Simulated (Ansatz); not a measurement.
# The cluster SnBr2−: geometry, orbitals and charge

What does the cluster SnBr2− look like as a doublet, and where do its frontier electrons sit?

Computed with Ansatz 0.2.0, Gaussian basis. Level: UKS PBE0-D4/def2-TZVPD.

Plan: relaxation at PBE-D4/def2-TZVPD; a search for the lowest solution at PBE0-D4/def2-SVP; a single point at PBE0-D4/def2-TZVPD.

1 further run of the same task is left out (set aside as unsound or not needed). Runs told in other sessions of the task aren't counted.

### 1 Where the work starts

3 atoms, charge -1, spin multiplicity 2.

Atoms are counted from 1 here; the program's logs count them from 0.

Bond lengths: Sn1–Br2 2.628 Å, Sn1–Br3 2.629 Å. Angles: Br2–Sn1–Br3 100.1°.

As a file:

```xyz
3

Sn    1.0446    0.3991   -0.1279
Br   -0.1158   -0.6446    1.9861
Br   -0.9288    0.2455   -1.8582
```

Sn takes a core potential in the def2 sets. No spin-orbit coupling is included. The ion is computed in the gas phase, without counter-ions or solvent.

The start is a GFN1-xTB geometry.

### 2 Relaxation at PBE-D4/def2-TZVPD

File in.yaml:

```yaml
crystal:
  periodic: [false, false, false]
  atoms:
    - {symbol: Sn, position_ang: [1.044590, 0.399080, -0.127920]}
    - {symbol: Br, position_ang: [-0.115830, -0.644570, 1.986090]}
    - {symbol: Br, position_ang: [-0.928770, 0.245500, -1.858170]}
basis:
  gaussian: {orbitals: def2-TZVPD}
total_charge: -1
magnetization: {spin_polarized: true, initial_magnetization: 1}
hamiltonian: {xc: pbe, dispersion: d4}
scf: {lower_state_search: "off"}
output: {orbitals: {seedname: orbitals}}
relax: {f_tol: 0.02, max_steps: 100}
```

On the command line:

```bash
ansatz run in.yaml --threads 4 --pin off --events-out ev --progress --plain --max-ram 3916MiB
```

The runs that follow: Searching for the lowest solution, PBE0-D4/def2-SVP; Single point, PBE0-D4/def2-TZVPD.

Q: Predict the results of all the runs planned. Wanted: point group; commonest bond; HOMO, LUMO at PBE0-D4/def2-TZVPD; ⟨S²⟩.

**Answer**, as computed:

| quantity | value |
| --- | --- |
| point group | C2v |
| commonest bond | Br–Sn, 2 of mean length 2.693 Å |
| HOMO, LUMO at PBE0-D4/def2-TZVPD (over both spins) | -0.28, 2.38 eV |
| ⟨S²⟩ | 0.754 |

In words: The molecule keeps its bonding pattern by the stored test; the atoms moved 0.04 Å (rms). No usable vibrations, so a minimum isn't proven. Whether this spin is the lowest isn't tested here.

The anion's highest level is positive in at least one run, so there the basis alone may hold the extra electron.
